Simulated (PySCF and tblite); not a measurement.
Values are calculated unless marked as measured or tabulated.
2 E/Z isomers of C₄H₄FN, numbered alike:

| isomer | SMILES | descriptors |
| --- | --- | --- |
| A | [CH3:1]/[CH:2]=[C:3](\[F:4])[C:5]#[N:6] | 2=3 Z |
| B | [CH3:1]/[CH:2]=[C:3](/[F:4])[C:5]#[N:6] | 2=3 E |

Protocol: conformer search, at most 6 conformers an isomer, GFN2-xTB geometries, energies PBE0/pcSseg-1 (D3(BJ) added where defined), weights at 298.15 K with GFN2-xTB thermal terms. Programs: PySCF with density fitting and tblite.

Question: Rank the isomers by free energy at 298.15 K.

Answer: 
```csv
isomer,ΔG (kcal/mol),"ΔE, lowest conformer",conformers,largest weight %,rms dipole (D)
A,0.0,0.0,1,100,4.17
B,0.7,0.6,1,100,3.88
```

Question: If they could interconvert freely, what would the mixture hold (chiral isomers as racemates)?

Answer: A 77 %, B 23 %. A racemate gains RT ln 2.
